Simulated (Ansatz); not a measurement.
A nudged elastic band was laid between two geometries of C₄H₇N (12 atoms, charge 0, multiplicity 1).

Theory: Ansatz, RKS PBE0-D4/STO-3G.

```yaml
movable_images: 9
climbing_image: yes
spring: 5.0 eV/Å²
optimiser: quadratic models (default)
start_path: through a guess of the saddle point
force_threshold: 0.05 eV/Å
iteration_limit: 60
end_points: relaxed
```

Image 0:

```xyz
12
Properties=species:S:1:pos:R:3
C -1.070 0.363 1.230
C -0.076 0.786 0.131
C 1.380 0.370 0.158
C 0.626 -0.235 -0.728
N 0.472 -1.071 -1.849
H -1.076 1.099 2.046
H -2.091 0.297 0.829
H -0.797 -0.613 1.649
H -0.343 1.758 -0.318
H 2.351 0.530 0.615
H 1.183 -1.840 -1.853
H -0.482 -1.498 -1.878
```

Image 10:

```xyz
12
Properties=species:S:1:pos:R:3
C -1.065 0.398 1.281
C -0.105 0.738 0.126
C 1.358 0.345 0.157
C 0.597 -0.336 -0.666
N 0.385 -1.427 -1.528
H -1.066 1.202 2.030
H -2.093 0.281 0.911
H -0.765 -0.535 1.773
H -0.397 1.663 -0.400
H 2.324 0.523 0.617
H 1.263 -1.690 -2.034
H -0.358 -1.216 -2.234
```

(1) Which bonds break or form, and what moves?

(2) What energy profile does the band end with?

(3) What is the geometry of the highest image?

(4) What are the harmonic wavenumbers there?

The band took 8 iterations and of the order of 2.6 core-minutes.

Results:

(1) No bond is made or broken. The height of N5 over the plane of its neighbours goes from 0.36 to -0.36 Å.

(2) The forces met the threshold. The highest image is number 5 of 0 to 10, 0.083 eV above the first end and 0.086 eV above the last; the last end lies 0.003 eV below the first. A vibrational analysis at the climbing image gives one clearly imaginary mode, 471i cm⁻¹: a first-order saddle point. Limits of this set-up: minimal basis.

| image | path coordinate (Å) | energy (eV) | height of N5 over the plane of its neighbours (Å) |
| --- | --- | --- | --- |
| 0 | 0.00 | 0.000 | 0.36 |
| 1 | 0.09 | 0.002 | 0.35 |
| 2 | 0.19 | 0.013 | 0.30 |
| 3 | 0.29 | 0.041 | 0.21 |
| 4 | 0.38 | 0.071 | 0.11 |
| 5 | 0.48 | 0.083 | 0.00 |
| 6 | 0.57 | 0.070 | -0.10 |
| 7 | 0.67 | 0.041 | -0.20 |
| 8 | 0.76 | 0.012 | -0.30 |
| 9 | 0.86 | -0.001 | -0.35 |
| 10 | 0.95 | -0.003 | -0.36 |

(3) 
```xyz
12
Properties=species:S:1:pos:R:3:forces:R:3
C -1.066 0.376 1.256 0.00 0.01 0.00
C -0.079 0.768 0.138 0.00 0.00 0.00
C 1.379 0.374 0.174 0.00 0.00 0.00
C 0.628 -0.276 -0.686 0.00 0.00 0.00
N 0.444 -1.222 -1.663 0.00 0.00 0.00
H -1.087 1.150 2.036 0.00 0.00 0.00
H -2.086 0.270 0.861 0.00 0.00 0.00
H -0.772 -0.573 1.719 0.00 0.00 0.00
H -0.370 1.712 -0.355 0.00 0.00 0.00
H 2.344 0.549 0.633 0.00 0.00 0.00
H 1.224 -1.812 -1.990 0.00 0.00 0.00
H -0.481 -1.370 -2.090 0.00 0.00 0.00
```

(4) 471i, 175, 214, 308, 415, 457, 555, 695, 821, 927, 1093, 1107, 1156, 1190, 1234, 1297, 1449, 1544, 1580, 1697, 1703, 1734, 2109, 3349, 3387, 3517, 3536, 3605, 3800, 4003 cm⁻¹.

Time of the run: 2.6 min on 1 thread of Arm Neoverse V1, on a shared host, peak memory 0.098 GiB.
